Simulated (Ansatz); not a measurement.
α-phase B, treated with r²SCAN+rVV10 (plane waves, PAW; Ansatz, a program for electronic structure).

Run with plane-wave cutoff 500 eV, 8×8×8 k mesh, gaussian smearing 0.02 eV, scalar-relativistic PAW data made under PBE.

Cell (relaxed at this level):

```
B
1.0
    4.40125    -2.44746    -0.00351
    4.40125     2.44746    -0.00351
    3.04347     0.00000     4.01228
B
12
Direct
  0.50996   0.15426   0.50996
  0.15426   0.50996   0.50996
  0.50996   0.50996   0.15426
  0.49004   0.49004   0.84574
  0.84574   0.49004   0.49004
  0.49004   0.84574   0.49004
  0.72075   0.13146   0.72075
  0.13146   0.72075   0.72075
  0.72075   0.72075   0.13146
  0.27925   0.27925   0.86854
  0.86854   0.27925   0.27925
  0.27925   0.86854   0.27925
```

Question: What does this level give for the band gap?

Answer: 
- band gap = 1.61 eV (on the SCF k mesh)

Measured, for comparison: band gap 2.15 ± 0.02 eV (temperature not stated, no zero-point or thermal correction, EELS, this work, our sources range from 2.00 to 2.40; as tabulated in Parakhonskiy et al. (2011), doi:10.1038/srep00096). Computed (rounded) less measured: band gap not scored (sources differ).

Computed values are for the static lattice.

Computing time: roughly 2.1 core-minutes.
